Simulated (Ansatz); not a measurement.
# Structure relaxation of Ba2Sc

Theory: DFT PBE, scalar-relativistic, plane waves, PAW in Ansatz 0.2.0. Cutoff 420 eV, Γ-centred k mesh, Gaussian smearing, no spin polarisation in the final step.

Ba2Sc was placed on the CaC2 structure type (I4/mmm, No. 139), with Sc in place of Ca, Ba in place of C, at a guessed volume.

```
CELL_PARAMETERS angstrom
-2.47665 2.47665 4.06196
2.47665 -2.47665 4.06196
2.47665 2.47665 -4.06196
ATOMIC_POSITIONS crystal
Ba 0.59300 0.59300 0.00000
Ba 0.40700 0.40700 0.00000
Sc 0.00000 0.00000 0.00000
```

Cell and atoms relax at zero pressure; the relaxation can't lower the symmetry of the start. After a coarse first stage the cell is made exact in the group found at 0.06 Å.

Energies over the elements count from the elements' standard structures at the same level, with no empirical corrections.

(1) Which crystal results?

(2) What are its volume, energy, density and gap?

## Answers

(1) It keeps I4/mmm (No. 139), but not the shape of the type it started on. The result has the MoSi2 (C11b) structure. Conventional cell: a = 4.320 Å, c = 14.780 Å. Around Ba lie 4 Sc at 3.73 Å and 9 Ba at 4.28–4.36 Å; Sc is coordinated by 8 Ba at 3.73 Å and 4 Sc at 4.32 Å.

```
Ba Sc
1.0
    -2.16002    2.16002    7.39002
     2.16002   -2.16002    7.39002
     2.16002    2.16002   -7.39002
Ba Sc
2 1
Direct
  0.64467 0.64467 0.00000
  0.35533 0.35533 0.00000
  0.00000 0.00000 0.00000
```

(2) The volume per atom is 45.97 Å³. The density is 3.85 g/cm³ and the energy over the elements is 0.29 eV/atom. The gap on the 16×16×16 mesh is 0 eV (a metal).

The final run used a 16×16×16 mesh on its 3-atom cell and 0.10 eV smearing. The k mesh leaves about 4 meV/atom of noise in metals. Symmetry constrained the relaxation, so the result can be a saddle point.

Cost: 3 runs of about 5.9 core-minutes in all, on Arm Neoverse V2 (shared hosts).